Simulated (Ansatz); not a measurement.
Cost and result for the atomization energy of C2H2O2S, SMILES `S=C1OCO1` (7 atoms, 7 bonds).

The species carries charge 0 and has multiplicity 1. All single points use the PBE0-D4/def2-TZVP geometry. Program: Ansatz. All runs use 2 threads of an AMD EPYC 9R45 on a shared host. Times are those of one run each, without the atoms' runs, and a repeat can differ threefold. Electronic energies, without spin–orbit coupling; frozen cores. CCSD(T)/CBS adds CCSD(T) − MP2 in def2-TZVPP to the MP2 limit, and its time is that of the two runs behind it. T1 = 0.017.

CCSD(T)/CBS is a level of theory with its own doubt, some kJ/mol a heavy atom from the limit and from the frozen cores, so smaller differences don't rank the functionals.

| level | functions | wall time |
| --- | --- | --- |
| LDA (SPW92)/def2-TZVPP | 194 | 0.6 s |
| CCSD(T)/def2-SVP | 84 | 0.9 s |
| BLYP-D4/def2-TZVPP | 194 | 0.95 s |
| PBE-D4/def2-TZVPP (with forces) | 194 | 1.2 s |
| PBE0-D4/def2-TZVPP | 194 | 1.3 s |
| r2SCAN-D4/def2-TZVPP (with forces) | 194 | 1.9 s |
| r2SCANh-D4/def2-TZVPP | 194 | 2 s |
| B2PLYP/def2-TZVPP | 194 | 2.2 s |
| ωB97X-V/def2-TZVPP | 194 | 3.1 s |
| B97M-V/def2-TZVPP | 194 | 3.3 s |
| MP2/def2-QZVPP | 358 | 8 s |
| CCSD(T)/def2-TZVPP | 194 | 11 s |
| CCSD(T)/CBS(def2) | – | 19 s |

Question: What atomization energy does each give, and how far from CCSD(T)/CBS? (Best estimate.)

Answer: Computed: 
```json
{"level": "LDA (SPW92)/def2-TZVPP", "atomization (kJ/mol)": "3532.2", "difference from CCSD(T)/CBS": "650.7", "per bond": "93.0"}
{"level": "CCSD(T)/def2-SVP", "atomization (kJ/mol)": "2701.5", "difference from CCSD(T)/CBS": "-180.0", "per bond": "-25.7"}
{"level": "BLYP-D4/def2-TZVPP", "atomization (kJ/mol)": "2924.5", "difference from CCSD(T)/CBS": "43.0", "per bond": "6.1"}
{"level": "PBE-D4/def2-TZVPP (with forces)", "atomization (kJ/mol)": "3061.8", "difference from CCSD(T)/CBS": "180.3", "per bond": "25.8"}
{"level": "PBE0-D4/def2-TZVPP", "atomization (kJ/mol)": "2929.4", "difference from CCSD(T)/CBS": "47.9", "per bond": "6.9"}
{"level": "r2SCAN-D4/def2-TZVPP (with forces)", "atomization (kJ/mol)": "2929.0", "difference from CCSD(T)/CBS": "47.5", "per bond": "6.8"}
{"level": "r2SCANh-D4/def2-TZVPP", "atomization (kJ/mol)": "2885.1", "difference from CCSD(T)/CBS": "3.6", "per bond": "0.5"}
{"level": "B2PLYP/def2-TZVPP", "atomization (kJ/mol)": "2855.8", "difference from CCSD(T)/CBS": "-25.7", "per bond": "-3.7"}
{"level": "ωB97X-V/def2-TZVPP", "atomization (kJ/mol)": "2906.5", "difference from CCSD(T)/CBS": "25.0", "per bond": "3.6"}
{"level": "B97M-V/def2-TZVPP", "atomization (kJ/mol)": "2913.1", "difference from CCSD(T)/CBS": "31.6", "per bond": "4.5"}
{"level": "MP2/def2-QZVPP", "atomization (kJ/mol)": "2971.1", "difference from CCSD(T)/CBS": "89.6", "per bond": "12.8"}
{"level": "CCSD(T)/def2-TZVPP", "atomization (kJ/mol)": "2788.3", "difference from CCSD(T)/CBS": "-93.2", "per bond": "-13.3"}
{"level": "CCSD(T)/CBS(def2)", "atomization (kJ/mol)": "2881.5", "difference from CCSD(T)/CBS": "0.0", "per bond": "0.0"}
```

The D4 term adds +22.7 kJ/mol with B3LYP and +11.6 kJ/mol with PBE0; it sums over pairs of atoms, weighted by their polarisabilities, and B3LYP, whose exchange is more repulsive, gets the larger term. From r2SCAN to r2SCAN0 (25 % exact exchange), in def2-TZVPP and without D4, the atomization energy moves by −107.6 kJ/mol: exact exchange takes away binding that semilocal exchange gives to molecules. In def2-TZVPP, CCSD(T) changes the Hartree–Fock value by +956.9 kJ/mol (the triples alone add +84.7 kJ/mol) and MP2 by +1085.0 kJ/mol; breaking electron pairs costs correlation energy, which Hartree–Fock lacks.

B3LYP here is the variant with VWN-RPA as its local correlation; programs differ in this.
